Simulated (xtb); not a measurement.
hydrogen cyanide (CHN), SMILES C#N. All values are semi-empirical tight-binding results from xtb (GFN2-xTB unless named), good for trends rather than for accurate numbers. Geometry: GFN2-xTB.

Computed properties:
```json
{
  "point_group_as_xtb_finds_it": "C∞v",
  "orbital_gap": "5.95 eV",
  "dipole_moment": "2.62 D",
  "zero_point_energy": "10.2 kcal/mol",
  "G − E(el) at 298.15 K (modified RRHO)": "-1.9 kcal/mol",
  "static polarisability (D4 model)": "18.1 bohr³",
  "solvation energy, GFN2-xTB/ALPB(water)": "-4.3 kcal/mol",
  "solvation energy, GFN2-xTB/ALPB(ch2cl2)": "-2.5 kcal/mol"
}
```

Computed IR lines (harmonic; lines under 4 % of the strongest left out, lines within 3 cm⁻¹ merged):
ν (cm⁻¹): 779 (vs), 2295 (vs), 3282 (m) (against the strongest line: vs over 80 %, s over 45 %, m over 15 %, w over 4 %, vw less)
